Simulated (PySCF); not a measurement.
C₅H₁₁N.
Geometry (GFN2-xTB, Å), atoms numbered from 1 in this order:
```xyz
17
C5H11N angstrom
C      1.792   -0.077    0.891
C      1.221   -0.582   -0.427
C      0.210    0.401   -1.026
C     -0.996    0.614   -0.153
C     -1.884   -0.582    0.062
N     -1.182    1.764    0.322
H      2.288    0.879    0.746
H      1.000    0.063    1.624
H      2.513   -0.786    1.292
H      2.033   -0.720   -1.145
H      0.750   -1.556   -0.277
H     -0.125    0.025   -1.996
H      0.690    1.369   -1.174
H     -2.151   -1.030   -0.893
H     -2.794   -0.303    0.592
H     -1.359   -1.333    0.651
H     -2.014    1.867    0.900
```

The geometry is computed with GFN2-xTB (gas phase).

Masses are those of the commonest isotopes; rigid-rotor values at the optimised geometry. The values belong to one conformer with, in the numbering `[H]/[N:6]=[C:4](/[CH2:3][CH2:2][CH3:1])[CH3:5]`, C1–C2–C3–C4 -62°, C2–C3–C4–C5 -65°.

What are A, B and C (cm⁻¹)?

Ia = 97.56, Ib = 212.08, Ic = 234.18 u·Å²; 505379 MHz·u·Å²/I gives 5180, 2383 and 2158 MHz, that is A = 0.17279, B = 0.07949, C = 0.07199 cm⁻¹.

Classify the top.

An asymmetric top: κ = (2 × 2383 − 5180 − 2158)/(5180 − 2158) = -0.85.

Is it planar, by Δ = Ic − Ia − Ib?

Not planar: Δ = Ic − Ia − Ib = -75.47 u·Å². For a rigid frame Δ = −2 Σ m c², so Σ m c² = 37.73 u·Å² lies off the ab plane: 13.71 from hydrogen and 24.03 from heavier atoms. The atom farthest from that plane is 1.79 Å away.

Where do the levels up to J = 5 lie, in K?

Above 0(0,0), as E/k:
J = 1: 1(0,1) 0.218, 1(1,1) 0.352, 1(1,0) 0.363
J = 2: 2(0,2) 0.653, 2(1,2) 0.777, 2(1,1) 0.810, 2(2,1) 1.212, 2(2,0) 1.213
J = 3: 3(0,3) 1.305, 3(1,3) 1.415, 3(1,2) 1.479, 3(2,2) 1.866, 3(2,1) 1.869, 3(3,1) 2.565, 3(3,0) 2.565
J = 4: 4(0,4) 2.170, 4(1,4) 2.263, 4(1,3) 2.371, 4(2,3) 2.737, 4(2,2) 2.747, 4(3,2) 3.438, 4(3,1) 3.438, 4(4,1) 4.414, 4(4,0) 4.414
J = 5: 5(0,5) 3.248, 5(1,5) 3.324, 5(1,4) 3.485, 5(2,4) 3.826, 5(2,3) 3.847, 5(3,3) 4.529, 5(3,2) 4.530, 5(4,2) 5.505, 5(4,1) 5.505, 5(5,1) 6.761, 5(5,0) 6.761

Estimate the classical rotational partition function at 100 K, 200 K and 298.15 K.

Point group C1, symmetry number σ = 1; q = (√π/σ)·√((kT/h)³/(ABC)), k/h = 20836.6 MHz/K: 32700 at 100 K, 92400 at 200 K, 168000 at 298.15 K.

Whether it is a minimum is left open (no frequencies). These are rigid-rotor constants of the computed structure; measured ground-state constants (B0) also hold zero-point vibration.
